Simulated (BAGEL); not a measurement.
**doublet [C2H6Al]2+: levels of theory compared**

Wanted: a comparison of 4 runs (UHF/3-21G, ROHF/6-31G*, ROHF/cc-pVDZ, UHF/cc-pVDZ) of doublet [C2H6Al]2+. 

Program for the calculation: BAGEL 1.2.2.

## (1) The structure to begin with

[C2H6Al]2+: 9 atoms, total charge +2, spin state doublet. As SMILES of the parent species, `[CH3][Al+][CH3]`. The shape comes from GFN2-xTB, which is rough for such elements, and wasn't checked as a minimum. That shape belongs to the parent species and isn't relaxed for this state.

Bond lengths: C1–Al2 1.961 Å, Al2–C3 1.961 Å, C1–H4 1.102 Å, C1–H5 1.102 Å, C1–H6 1.102 Å, C3–H7 1.102 Å, C3–H8 1.102 Å, C3–H9 1.102 Å. Some angles: C1–Al2–C3 179.7°, Al2–C1–H4 111.4°, Al2–C1–H5 111.0°, Al2–C1–H6 111.6°, Al2–C3–H7 111.0°, Al2–C3–H8 111.6°, Al2–C3–H9 111.2°, H4–C1–H5 107.5°, H4–C1–H6 107.6°, H5–C1–H6 107.6°.

## (2) The energy at UHF/3-21G (density fitting with qzvpp-jkfit) (run 1)

Input file calc.json:

```json
{ "bagel" : [

{
  "title" : "molecule",
  "basis" : "3-21g",
  "df_basis" : "qzvpp-jkfit",
  "angstrom" : "true",
  "geometry" : [
    { "atom" : "C", "xyz" : [      -0.941550,       1.347850,      -1.068930 ] },
    { "atom" : "Al", "xyz" : [      -0.004230,       0.001760,       0.006320 ] },
    { "atom" : "C", "xyz" : [       0.939420,      -1.347420,       1.071890 ] },
    { "atom" : "H", "xyz" : [      -1.889880,       0.953690,      -1.469360 ] },
    { "atom" : "H", "xyz" : [      -0.326200,       1.667250,      -1.925790 ] },
    { "atom" : "H", "xyz" : [      -1.178490,       2.246590,      -0.476510 ] },
    { "atom" : "H", "xyz" : [       1.248000,      -2.200620,       0.446120 ] },
    { "atom" : "H", "xyz" : [       0.304980,      -1.741360,       1.882450 ] },
    { "atom" : "H", "xyz" : [       1.847950,      -0.927740,       1.533820 ] }
  ]
},

{
  "title" : "uhf",
  "charge" : 2,
  "nopen" : 1
},

{
  "title" : "print",
  "file" : "orbitals.molden",
  "orbitals" : "true"
}

]}
```

The run is started by

```console
BAGEL_NUM_THREADS=1 BAGEL calc.json > calc.out
```

What it wrote:

```text
* using 1 threads per process

  ===============================================================
  ===============================================================

  *** Geometry ***

  { "atom" : "C", "xyz" : [     -1.779272,      2.547067,     -2.019985 ] },
  { "atom" : "Al", "xyz" : [     -0.007994,      0.003326,      0.011943 ] },
  { "atom" : "C", "xyz" : [      1.775247,     -2.546255,      2.025579 ] },
  { "atom" : "H", "xyz" : [     -3.571356,      1.802213,     -2.776688 ] },
  { "atom" : "H", "xyz" : [     -0.616429,      3.150646,     -3.639216 ] },
  { "atom" : "H", "xyz" : [     -2.227023,      4.245440,     -0.900473 ] },
  { "atom" : "H", "xyz" : [      2.358378,     -4.158569,      0.843045 ] },
  { "atom" : "H", "xyz" : [      0.576329,     -3.290693,      3.557315 ] },
  { "atom" : "H", "xyz" : [      3.492119,     -1.753175,      2.898500 ] },

  Number of auxiliary basis functions:      386

  Since a DF basis is specified, we compute 2- and 3-index integrals:
    o Being stored without compression. Storage requirement is 0.006 GB

  Number of basis functions:       43
  Number of electrons      :       31

    * METHOD: MOLECULE                             0.16

  *** Open-shell HF ***

  === Nuclear Repulsion ===
    87.2971896530

      * DIIS with orbital gradients will be used.

  === UHF iteration (3-21g) ===
      0       -318.51195581          0.02555031           0.04
      1       -318.57381122          0.00599809           0.04
      2       -318.57850429          0.00166718           0.04
      3       -318.57963545          0.00043888           0.04
      4       -318.57981995          0.00022110           0.04
      5       -318.57992822          0.00009910           0.04
      6       -318.57995193          0.00002420           0.04
      7       -318.57995312          0.00000758           0.04
      8       -318.57995327          0.00000247           0.04
      9       -318.57995330          0.00000113           0.04
     10       -318.57995331          0.00000050           0.04
     11       -318.57995331          0.00000015           0.04
     12       -318.57995331          0.00000009           0.04
     13       -318.57995331          0.00000005           0.04
     14       -318.57995331          0.00000002           0.04
     15       -318.57995331          0.00000001           0.04
    * SCF iteration converged.

    * S^2 (UHF) is 0.8453

    * Permanent dipole moment:
           (   -0.001499,     0.000232,    -0.000352) a.u.

    * METHOD: UHF                                  0.79

    * METHOD: PRINT                                0.01

  ===============================================================
```

Run time: 1.1 s. Hardware: 1 thread of Arm Neoverse N1, shared host; peak memory 0.082 GiB.

## (3) A single-point energy at ROHF/6-31G(d) (density fitting with qzvpp-jkfit, spherical functions) (run 2)

Input file job.json:

```json
{ "bagel": [

{
  "title": "molecule",
  "basis": "6-31gs.json",
  "df_basis": "qzvpp-jkfit",
  "angstrom": true,
  "geometry": [
    { "atom": "C", "xyz": [   -0.941550,    1.347850,   -1.068930 ] },
    { "atom": "Al", "xyz": [   -0.004230,    0.001760,    0.006320 ] },
    { "atom": "C", "xyz": [    0.939420,   -1.347420,    1.071890 ] },
    { "atom": "H", "xyz": [   -1.889880,    0.953690,   -1.469360 ] },
    { "atom": "H", "xyz": [   -0.326200,    1.667250,   -1.925790 ] },
    { "atom": "H", "xyz": [   -1.178490,    2.246590,   -0.476510 ] },
    { "atom": "H", "xyz": [    1.248000,   -2.200620,    0.446120 ] },
    { "atom": "H", "xyz": [    0.304980,   -1.741360,    1.882450 ] },
    { "atom": "H", "xyz": [    1.847950,   -0.927740,    1.533820 ] }
  ]
},
{ "title": "rohf", "charge": 2, "nopen": 1 },
{ "title": "print", "file": "orbitals.molden", "orbitals": true }

]}
```

The basis set 6-31G* is read from a file made from the Basis Set Exchange's data (not shown).

The run is started by

```console
BAGEL_NUM_THREADS=1 BAGEL job.json > job.out
```

What it wrote:

```text
* using 1 threads per process

  ===============================================================
  ===============================================================

  *** Geometry ***

  { "atom" : "C", "xyz" : [     -1.779272,      2.547067,     -2.019985 ] },
  { "atom" : "Al", "xyz" : [     -0.007994,      0.003326,      0.011943 ] },
  { "atom" : "C", "xyz" : [      1.775247,     -2.546255,      2.025579 ] },
  { "atom" : "H", "xyz" : [     -3.571356,      1.802213,     -2.776688 ] },
  { "atom" : "H", "xyz" : [     -0.616429,      3.150646,     -3.639216 ] },
  { "atom" : "H", "xyz" : [     -2.227023,      4.245440,     -0.900473 ] },
  { "atom" : "H", "xyz" : [      2.358378,     -4.158569,      0.843045 ] },
  { "atom" : "H", "xyz" : [      0.576329,     -3.290693,      3.557315 ] },
  { "atom" : "H", "xyz" : [      3.492119,     -1.753175,      2.898500 ] },

  Number of auxiliary basis functions:      386

  Since a DF basis is specified, we compute 2- and 3-index integrals:
    o Being stored without compression. Storage requirement is 0.010 GB

  Number of basis functions:       58
  Number of electrons      :       31

    * METHOD: MOLECULE                             0.21

  *** Open-shell HF ***

  === Nuclear Repulsion ===
    87.2971896530

      * DIIS with orbital gradients will be used.

  === ROHF iteration (6-31gs.json) ===
      0       -320.23174370          0.02416274           0.06
      1       -320.29417849          0.00694883           0.06
      2       -320.29790760          0.00185746           0.06
      3       -320.29841231          0.00076826           0.06
      4       -320.29844290          0.00015844           0.06
      5       -320.29845320          0.00004332           0.06
      6       -320.29845046          0.00000649           0.06
      7       -320.29844931          0.00000457           0.06
      8       -320.29844913          0.00000506           0.06
      9       -320.29844905          0.00000477           0.06
     10       -320.29844901          0.00000250           0.06
     11       -320.29844904          0.00000193           0.06
     12       -320.29844901          0.00000067           0.06
     13       -320.29844901          0.00000018           0.06
     14       -320.29844901          0.00000010           0.06
     15       -320.29844901          0.00000003           0.06
     16       -320.29844901          0.00000001           0.06
     17       -320.29844901          0.00000001           0.06
    * SCF iteration converged.

    * S^2 (ROHF) is 0.7500

    * Permanent dipole moment:
           (    0.000245,    -0.001355,    -0.000335) a.u.

    * METHOD: ROHF                                 1.23

    * METHOD: PRINT                                0.02

  ===============================================================
```

It took 1.6 s on 1 thread of Arm Neoverse N1, shared host; peak memory 0.082 GiB.

## (4) The energy at ROHF/cc-pVDZ (density fitting with qzvpp-jkfit) (run 3)

Input file job.json:

```json
{ "bagel" : [

{
  "title" : "molecule",
  "basis" : "cc-pvdz.json",
  "df_basis" : "qzvpp-jkfit",
  "angstrom" : true,
  "geometry" : [
    { "atom" : "C", "xyz" : [   -0.941550,    1.347850,   -1.068930 ] },
    { "atom" : "Al", "xyz" : [   -0.004230,    0.001760,    0.006320 ] },
    { "atom" : "C", "xyz" : [    0.939420,   -1.347420,    1.071890 ] },
    { "atom" : "H", "xyz" : [   -1.889880,    0.953690,   -1.469360 ] },
    { "atom" : "H", "xyz" : [   -0.326200,    1.667250,   -1.925790 ] },
    { "atom" : "H", "xyz" : [   -1.178490,    2.246590,   -0.476510 ] },
    { "atom" : "H", "xyz" : [    1.248000,   -2.200620,    0.446120 ] },
    { "atom" : "H", "xyz" : [    0.304980,   -1.741360,    1.882450 ] },
    { "atom" : "H", "xyz" : [    1.847950,   -0.927740,    1.533820 ] }
  ]
},
{
  "title" : "rohf",
  "charge" : 2,
  "nopen" : 1
},
{
  "title" : "print",
  "file" : "orbitals.molden",
  "orbitals" : true
}

]}
```

The basis set cc-pVDZ is read from a file made from the Basis Set Exchange's data (not shown).

The run is started by

```console
BAGEL_NUM_THREADS=1 BAGEL job.json > job.out
```

What it wrote:

```text
* using 1 threads per process

  ===============================================================
  ===============================================================

  *** Geometry ***

  { "atom" : "C", "xyz" : [     -1.779272,      2.547067,     -2.019985 ] },
  { "atom" : "Al", "xyz" : [     -0.007994,      0.003326,      0.011943 ] },
  { "atom" : "C", "xyz" : [      1.775247,     -2.546255,      2.025579 ] },
  { "atom" : "H", "xyz" : [     -3.571356,      1.802213,     -2.776688 ] },
  { "atom" : "H", "xyz" : [     -0.616429,      3.150646,     -3.639216 ] },
  { "atom" : "H", "xyz" : [     -2.227023,      4.245440,     -0.900473 ] },
  { "atom" : "H", "xyz" : [      2.358378,     -4.158569,      0.843045 ] },
  { "atom" : "H", "xyz" : [      0.576329,     -3.290693,      3.557315 ] },
  { "atom" : "H", "xyz" : [      3.492119,     -1.753175,      2.898500 ] },

  Number of auxiliary basis functions:      386

  Since a DF basis is specified, we compute 2- and 3-index integrals:
    o Being stored without compression. Storage requirement is 0.018 GB

  Number of basis functions:       76
  Number of electrons      :       31

    * METHOD: MOLECULE                             0.23

  *** Open-shell HF ***

  === Nuclear Repulsion ===
    87.2971896530

      * DIIS with orbital gradients will be used.

  === ROHF iteration (cc-pvdz.json) ===
      0       -320.22552824          0.02197310           0.09
      1       -320.31470382          0.00810220           0.09
      2       -320.32132340          0.00236776           0.09
      3       -320.32236324          0.00091887           0.09
      4       -320.32245484          0.00014440           0.09
      5       -320.32245885          0.00004658           0.09
      6       -320.32245681          0.00000653           0.09
      7       -320.32245451          0.00000347           0.09
      8       -320.32245434          0.00000381           0.09
      9       -320.32245429          0.00000368           0.09
     10       -320.32245424          0.00000233           0.09
     11       -320.32245427          0.00000186           0.09
     12       -320.32245426          0.00000058           0.09
     13       -320.32245425          0.00000018           0.09
     14       -320.32245425          0.00000005           0.09
     15       -320.32245425          0.00000002           0.09
     16       -320.32245425          0.00000002           0.09
     17       -320.32245425          0.00000001           0.09
     18       -320.32245425          0.00000001           0.09
     19       -320.32245425          0.00000001           0.09
    * SCF iteration converged.

    * S^2 (ROHF) is 0.7500

    * Permanent dipole moment:
           (    0.000017,    -0.001247,    -0.000036) a.u.

    * METHOD: ROHF                                 1.91

    * METHOD: PRINT                                0.03

  ===============================================================
```

Run time: 2.3 s. Hardware: 1 thread of Arm Neoverse N1, shared host; peak memory 0.087 GiB.

## (5) A single-point energy at UHF/cc-pVDZ (density fitting with qzvpp-jkfit) (run 4)

Input file calc.json:

```json
{ "bagel" : [

{
  "title" : "molecule",
  "basis" : "cc-pvdz.json",
  "df_basis" : "qzvpp-jkfit",
  "angstrom" : true,
  "geometry" : [
    { "atom" : "C", "xyz" : [   -0.941550,    1.347850,   -1.068930 ] },
    { "atom" : "Al", "xyz" : [   -0.004230,    0.001760,    0.006320 ] },
    { "atom" : "C", "xyz" : [    0.939420,   -1.347420,    1.071890 ] },
    { "atom" : "H", "xyz" : [   -1.889880,    0.953690,   -1.469360 ] },
    { "atom" : "H", "xyz" : [   -0.326200,    1.667250,   -1.925790 ] },
    { "atom" : "H", "xyz" : [   -1.178490,    2.246590,   -0.476510 ] },
    { "atom" : "H", "xyz" : [    1.248000,   -2.200620,    0.446120 ] },
    { "atom" : "H", "xyz" : [    0.304980,   -1.741360,    1.882450 ] },
    { "atom" : "H", "xyz" : [    1.847950,   -0.927740,    1.533820 ] }
  ]
},
{ "title" : "uhf", "charge" : 2, "nopen" : 1 },
{ "title" : "print", "file" : "orbitals.molden", "orbitals" : true }

]}
```

The basis set cc-pVDZ is read from a file made from the Basis Set Exchange's data (not shown).

The run is started by

```console
BAGEL_NUM_THREADS=1 BAGEL calc.json > calc.out
```

What it wrote:

```text
* using 1 threads per process

  ===============================================================
  ===============================================================

  *** Geometry ***

  { "atom" : "C", "xyz" : [     -1.779272,      2.547067,     -2.019985 ] },
  { "atom" : "Al", "xyz" : [     -0.007994,      0.003326,      0.011943 ] },
  { "atom" : "C", "xyz" : [      1.775247,     -2.546255,      2.025579 ] },
  { "atom" : "H", "xyz" : [     -3.571356,      1.802213,     -2.776688 ] },
  { "atom" : "H", "xyz" : [     -0.616429,      3.150646,     -3.639216 ] },
  { "atom" : "H", "xyz" : [     -2.227023,      4.245440,     -0.900473 ] },
  { "atom" : "H", "xyz" : [      2.358378,     -4.158569,      0.843045 ] },
  { "atom" : "H", "xyz" : [      0.576329,     -3.290693,      3.557315 ] },
  { "atom" : "H", "xyz" : [      3.492119,     -1.753175,      2.898500 ] },

  Number of auxiliary basis functions:      386

  Since a DF basis is specified, we compute 2- and 3-index integrals:
    o Being stored without compression. Storage requirement is 0.018 GB

  Number of basis functions:       76
  Number of electrons      :       31

    * METHOD: MOLECULE                             0.23

  *** Open-shell HF ***

  === Nuclear Repulsion ===
    87.2971896530

      * DIIS with orbital gradients will be used.

  === UHF iteration (cc-pvdz.json) ===
      0       -320.22552824          0.02197310           0.09
      1       -320.32659159          0.00806666           0.09
      2       -320.33709741          0.00242879           0.09
      3       -320.33901619          0.00089093           0.09
      4       -320.33981398          0.00022204           0.09
      5       -320.33995285          0.00009793           0.09
      6       -320.34001682          0.00003481           0.09
      7       -320.34002429          0.00001697           0.09
      8       -320.34002564          0.00000269           0.09
      9       -320.34002570          0.00000126           0.09
     10       -320.34002572          0.00000055           0.09
     11       -320.34002572          0.00000022           0.09
     12       -320.34002572          0.00000007           0.09
     13       -320.34002572          0.00000004           0.09
     14       -320.34002572          0.00000003           0.09
     15       -320.34002572          0.00000001           0.09
     16       -320.34002572          0.00000000           0.09
    * SCF iteration converged.

    * S^2 (UHF) is 0.8722

    * Permanent dipole moment:
           (   -0.001322,     0.000329,    -0.000629) a.u.

    * METHOD: UHF                                  1.63

    * METHOD: PRINT                                0.03

  ===============================================================
```

It took 2 s on 1 thread of Arm Neoverse N1, shared host; peak memory 0.087 GiB.

## (6) The series

```tsv
run	level	energy (Eh)	⟨S²⟩	wall time
1	UHF/3-21G (density fitting with qzvpp-jkfit)	-318.579953	0.845	1.1 s
2	ROHF/6-31G* (density fitting with qzvpp-jkfit, spherical functions)	-320.298449	0.750	1.6 s
3	ROHF/cc-pVDZ (density fitting with qzvpp-jkfit)	-320.322454	0.750	2.3 s
4	UHF/cc-pVDZ (density fitting with qzvpp-jkfit)	-320.340026	0.872	2 s
```

## (7) Outcome

| quantity | value |
| --- | --- |
| run 4: total energy | -320.34003 Eh |
| run 4: ⟨S²⟩ | 0.872 |

In words: Spin contamination of the reference: run 4 ⟨S²⟩ = 0.87. All runs together took 7.1 s, the longest 2.3 s.
